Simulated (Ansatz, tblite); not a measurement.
# SiH2Me(vinyl) (C₃H₈Si): rung by rung

Aim: run the singlet of SiH2Me(vinyl) (C₃H₈Si) at one geometry on many levels, and compare frontier levels, spin and run time.

Computed with Ansatz 0.2.0, Gaussian basis. Level: as each input shows.

The runs, in order: GFN1-xTB, GFN2-xTB, PBE-D4/def2-TZVP, r2SCAN-D4/def2-TZVP, HSE06-D4/def2-TZVP, B2PLYP/def2-TZVP, BLYP-D4/def2-TZVP, HF/def2-TZVP, ωB97M-V/def2-TZVP, PBE-QIDH/def2-TZVP, LDA/def2-TZVP, PBE-D4/def2-SVP, PBE0-D4/def2-SVP, HF/STO-3G, CCSD(T)/def2-TZVPP, MP2/def2-TZVP, RPA/def2-TZVP.

### Step 1. The geometry

The geometry is that of the singlet, from an earlier relaxation (r2SCAN-D4/def2-SVP).

12 atoms, charge 0, spin multiplicity 1.

Bond lengths: Si1–H2 1.497 Å, Si1–H3 1.499 Å, Si1–C4 1.882 Å, Si1–C8 1.873 Å, C4–H5 1.102 Å, C4–H6 1.101 Å, C4–H7 1.102 Å, C8–C9 1.342 Å, C8–H10 1.101 Å, C9–H11 1.098 Å, C9–H12 1.098 Å. Angles: H2–Si1–H3 108.4°, H2–Si1–C4 110.5°, H2–Si1–C8 108.1°, H3–Si1–C4 108.8°, H3–Si1–C8 109.6°, C4–Si1–C8 111.4°, Si1–C4–H5 111.1°, Si1–C4–H6 110.8°, Si1–C4–H7 110.9°, H5–C4–H6 108.1°, H5–C4–H7 107.8°, H6–C4–H7 108.0°, Si1–C8–C9 124.2°, Si1–C8–H10 118.3°, C9–C8–H10 117.5°, C8–C9–H11 121.7°, C8–C9–H12 122.3°, H11–C9–H12 116.0°.

PBE0-D4/def2-TZVP was run before; its log isn't repeated, and its numbers join the tables.

### Step 2. GFN1-xTB

Tight binding, by tblite at 300 K electronic temperature and without a spin-polarisation term:

```python
tblite.interface.Calculator('GFN1-xTB', numbers, positions, charge=0, uhf=0).singlepoint()
```

Energy -339.3827 eV, HOMO -11.87 eV, LUMO -7.40 eV; 0.02 s.

### Step 3. GFN2-xTB

Tight binding, by tblite at 300 K electronic temperature and without a spin-polarisation term:

```python
tblite.interface.Calculator('GFN2-xTB', numbers, positions, charge=0, uhf=0).singlepoint()
```

Energy -331.2740 eV, HOMO -10.71 eV, LUMO -6.25 eV; 0.011 s.

### Step 4. PBE-D4/def2-TZVP

start.molden holds the orbitals of an earlier run on this state, given as this run's starting guess.

Input file in.yaml:

```yaml
crystal:
  periodic: [false, false, false]
  atoms:
    - {symbol: Si, position_ang: [0.750660, 0.316371, 0.303386]}
    - {symbol: H, position_ang: [0.623830, 0.309202, 1.794726]}
    - {symbol: H, position_ang: [2.205173, 0.232150, -0.047481]}
    - {symbol: C, position_ang: [0.045953, 1.908539, -0.409838]}
    - {symbol: H, position_ang: [0.593810, 2.787554, -0.034237]}
    - {symbol: H, position_ang: [-1.014847, 2.023829, -0.137006]}
    - {symbol: H, position_ang: [0.116573, 1.912649, -1.509369]}
    - {symbol: C, position_ang: [-0.143848, -1.187137, -0.364415]}
    - {symbol: C, position_ang: [-0.823620, -2.059652, 0.396400]}
    - {symbol: H, position_ang: [-0.121704, -1.368760, -1.449815]}
    - {symbol: H, position_ang: [-0.887317, -1.947405, 1.486463]}
    - {symbol: H, position_ang: [-1.344654, -2.927339, -0.028814]}
basis:
  gaussian: {orbitals: def2-TZVP, initial_orbitals: start.molden}
hamiltonian: {xc: pbe, dispersion: d4}
scf: {omitted_lower_state_checks: [starts]}
output: {orbitals: {seedname: orbitals}}
```

Command:

```bash
ansatz run in.yaml --threads 4 --pin off --events-out ev --progress --plain --max-ram 3916MiB
```

Further steps of the session: r2SCAN-D4/def2-TZVP; HSE06-D4/def2-TZVP; B2PLYP/def2-TZVP; BLYP-D4/def2-TZVP; HF/def2-TZVP; ωB97M-V/def2-TZVP; PBE-QIDH/def2-TZVP; LDA/def2-TZVP; PBE-D4/def2-SVP; PBE0-D4/def2-SVP; HF/STO-3G; CCSD(T)/def2-TZVPP; MP2/def2-TZVP; RPA/def2-TZVP.

Q: Predict the results of all the runs planned. Wanted: gap in def2-TZVP, named functionals and Hartree-Fock, smallest and largest; correlation energy, CCSD(T)/def2-TZVPP; correlation energy, MP2/def2-TZVP; binding an atom, CCSD(T)/def2-TZVPP; PBE0 total energy, smallest basis above largest.

**Answer**, as computed:

| quantity | value |
| --- | --- |
| gap in def2-TZVP, named functionals and Hartree-Fock, smallest and largest | 5.19 eV (LDA), 13.34 eV (HF) |
| correlation energy, CCSD(T)/def2-TZVPP | -19.40 eV |
| correlation energy, MP2/def2-TZVP | -16.58 eV |
| binding an atom, CCSD(T)/def2-TZVPP | 3.810 eV |
| PBE0 total energy, smallest basis above largest | 6.26 eV (def2-SVP, def2-TZVP) |

In words: Over the named functionals and Hartree-Fock in def2-TZVP the gap runs from 5.19 eV (LDA) to 13.34 eV (HF); exact exchange widens it. A small miss in a minimal or small basis is a cancelling of errors, not accuracy. The functionals in def2-TZVP miss CCSD(T)/def2-TZVPP by +0.060 (BLYP-D4) to +0.541 eV (LDA) an atom. The reference is CCSD(T) in one finite basis, so it carries an error of its own, often a tenth of an eV or more, and near misses can't be ranked.
